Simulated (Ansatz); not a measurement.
We consider diamond-structure Ge, described by r²SCANh (Ansatz, a program for electronic structure, plane waves, PAW).

Settings: plane-wave cutoff 600 eV, 8×8×8 k mesh, finite displacements, scalar-relativistic PAW data made under PBE.

Computed at the level's own relaxed cell.

Harmonic phonon frequencies (cm⁻¹; i marks an imaginary mode):

```tsv
q point	frequencies
Γ	[?]
X	85 85 243 243 272 272
L	66 66 227 242 289 289
```

Task: What belongs in the gaps?

Result: 
- Γ, frequencies: 0 0 0 304 304 304

Measured, for comparison: zone-centre TO phonon frequency 304 cm⁻¹ (low temperature, zero-point motion not removed; as tabulated in Tanner et al. (2021), arXiv:2110.11888). Computed (rounded) less measured: zone-centre TO phonon frequency 0.0 %.

No imaginary mode appears at these points.
